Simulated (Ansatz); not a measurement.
# Rutile PbO2

Calculation: r²SCAN+rVV10 (plane waves, PAW; Ansatz, an electronic-structure program).

Run with plane-wave cutoff 560 eV, 12×12×16 k mesh (along the axes of the cell as run), Fermi–Dirac smearing 0.05 eV, scalar-relativistic PAW data made under PBE.

Cell (relaxed at this level):

```cif
data_O4Pb2
_chemical_formula_sum 'Pb2 O4'
_space_group_name_H-M_alt 'P 1'
_space_group_IT_number 1
_cell_length_a 4.95920
_cell_length_b 4.95920
_cell_length_c 3.40547
_cell_angle_alpha 90.000
_cell_angle_beta 90.000
_cell_angle_gamma 90.000
loop_
_space_group_symop_operation_xyz
  'x, y, z'
loop_
_atom_site_label
_atom_site_type_symbol
_atom_site_fract_x
_atom_site_fract_y
_atom_site_fract_z
_atom_site_occupancy
Pb1 Pb 0.00000 0.00000 0.00000 1
Pb2 Pb 0.50000 0.50000 0.50000 1
O1 O 0.30705 0.30705 0.00000 1
O2 O 0.80705 0.19295 0.50000 1
O3 O 0.19295 0.80705 0.50000 1
O4 O 0.69295 0.69295 0.00000 1
```

```
Item                                         Result
------------------------------------------  -------
bulk modulus                                141 GPa
pressure derivative B′ of the bulk modulus      5.7
```

Note: the bulk modulus comes from volumes at which shape and atoms were relaxed.

Spin–orbit coupling is not included; it can shift volumes and moduli of such heavy elements.
